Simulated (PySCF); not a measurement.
```csv
wavenumber (cm⁻¹),absorption (km/mol per cm⁻¹)
0,0.003
29,0.004
57,0.004
86,0.005
115,0.006
144,0.008
172,0.010
201,0.014
230,0.022
259,0.040
287,0.098
316,0.345
345,0.249
374,0.075
402,0.034
431,0.020
460,0.014
489,0.011
517,0.009
546,0.008
575,0.008
603,0.007
632,0.007
661,0.007
690,0.008
718,0.008
747,0.008
776,0.009
805,0.009
833,0.010
862,0.011
891,0.012
920,0.013
948,0.014
977,0.015
1006,0.017
1034,0.020
1063,0.022
1092,0.026
1121,0.030
1149,0.035
1178,0.042
1207,0.051
1236,0.064
1264,0.082
1293,0.109
1322,0.152
1351,0.227
1379,0.371
1408,0.708
1437,1.765
1466,6.328
1494,5.373
1523,1.537
1552,0.644
1580,0.346
1609,0.214
1638,0.146
1667,0.105
1695,0.079
```

This is the computed harmonic infrared spectrum of singlet [BCl2]+, Lorentzian lines of 42 cm⁻¹ full width. These are results of PBE0 in PySCF with B def2-TZVP, Cl def2-TZVP; no relativity; density-fitted integrals, not measurements.

Q: Which bands make it up, and how are they assigned?

A: In D∞h symmetry, counting bands above 1 % of the strongest: 327 cm⁻¹ (πu, 28 km/mol); 1478 cm⁻¹ (σu+, 566 km/mol).

This need not be the most stable arrangement of these atoms.
